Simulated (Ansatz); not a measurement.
Wurtzite AlN, treated with HSE06 (Ansatz, a quantum-chemistry and plane-wave program, plane waves, PAW).

Total energies, extrapolated to zero smearing (they compare only within this program, potentials and cutoff; free atoms with spin allowed, lowest state found):

```csv
system,energy (eV/atom)
"wurtzite AlN, relaxed",-462.3578
free Al atom,-534.4206
free N atom,-378.9413
```

**Question.** Work out the cohesive energy per atom.

**Answer.** E_coh = [1 × (-534.4206) + 1 × (-378.9413)]/2 − (-462.3578) = 5.68 eV/atom. The reference value is 5.85 ± 0.03 eV/atom (derived here from tabulated measurements, copied from a table, unchecked, brought to a static lattice with a Debye model, atoms in their spin–orbit ground levels; inputs from the CRC Handbook), a difference of -0.17 eV/atom.

The PAW data were made under PBE.
